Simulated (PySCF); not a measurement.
NO+, NO (charge +1).
InChI=1S/NO/c1-2/q+1

The calculation used PySCF, BHandHLYP/6-31+G* geometry optimisation, gas phase.

Take the most abundant isotopes and a rigid rotor. 

Task: What are the moment of inertia and the rotational constant?

Result: I = 8.331 u·Å², B = 505379 MHz·u·Å²/I = 60660 MHz (2.0234 cm⁻¹, or 2.911 K as hB/k). For two atoms I = μr² with μ = 7.4664 u and r = 1.0563 Å.

Task: List the first levels of a rigid rotor in a Σ state.

Result: E(J) = BJ(J+1): J = 1: 4.047, J = 2: 12.140, J = 3: 24.281, J = 4: 40.468, J = 5: 60.702, J = 6: 84.983 cm⁻¹.

Task: Where do the first rotational lines fall?

Result: The dipole is 0.49 D (about the centre of mass, as the species is charged); J+1 ← J lies at 2B(J+1): 1 ← 0 at 121.32 GHz, 2 ← 1 at 242.64 GHz, 3 ← 2 at 363.96 GHz, 4 ← 3 at 485.28 GHz, 5 ← 4 at 606.60 GHz, 6 ← 5 at 727.92 GHz.

Task: Estimate the classical rotational partition function at 25 K and 50 K.

Result: Point group C∞v, symmetry number σ = 1; q = kT/(σhB), k/h = 20836.6 MHz/K: 8.6 at 25 K, 17.2 at 50 K.

Not checked by BHandHLYP/6-31+G* frequencies. Isolated species at its BHandHLYP/6-31+G* geometry, gas phase. Constants of a rigid frame at the computed geometry: no zero-point averaging, no centrifugal distortion.
